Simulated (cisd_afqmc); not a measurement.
Input (AFQMC/CISD/cc-pV(D+d)Z; cisd_afqmc is a phaseless AFQMC code with CISD trial states that reads the integrals written by Ansatz): A basis named .json is the Basis Set Exchange file of that set.

Ansatz 0.2 input:
```python
import cisd_afqmc

open("ham.yaml", "w").write("""\
crystal:
  periodic: [false, false, false]
  atoms:
    - {symbol: C, position_ang: [0.01225366, -0.24478813, -1.08693639]}
    - {symbol: Cl, position_ang: [-0.00641773, 0.12820516, 0.56927130]}
    - {symbol: H, position_ang: [0.96940014, -0.33504208, -1.57184899]}
    - {symbol: H, position_ang: [-0.93382079, -0.37571690, -1.58414476]}
basis:
  gaussian:
    orbitals: cc-pV_D+d_Z.json
magnetization: {spin_polarized: true, initial_magnetization: 1}
correlation: {method: ccsd, electrons: outside_noble_gas, hamiltonian_folder: ham}
""")
rep = cisd_afqmc.ansatz("ham.yaml")
e_ccsd = rep["correlation"]["coupled_cluster"]["energy"]["hartree"]
out = cisd_afqmc.run("ham", e_ccsd, trial="CISD", walkers=200, populations=8, threads=8, dt=0.005, steps=40, early=24, settle=10, least=32,
    cut=5e-5, rank_cut=2e-4, target=0.0004, seconds=1500, seed=1, memory=17280, gpu=False)
```

Output:

```
orbitals 41, occupied [7, 6], factors 227 of 456, rank of the doubles 215 of 448
E(HF) = -498.488645
E(CCSD) on the cut factors = -498.777247, shift to the whole factors -0.000013
Energy of the trial state on the determinant = -498.777180
  tau behind 7.2 of longer steps, mean of the populations' last blocks
   2.0  -498.78529
   4.0  -498.78576
   6.0  -498.78576
   8.0  -498.78517
blocks 267 (0 outliers left out), error by blocks joined: 1: 0.00015, 2: 0.00019, 4: 0.00024, 8: 0.00029, 16: 0.00030
E(AFQMC/CISD) = -498.78556 +/- 0.00030
```
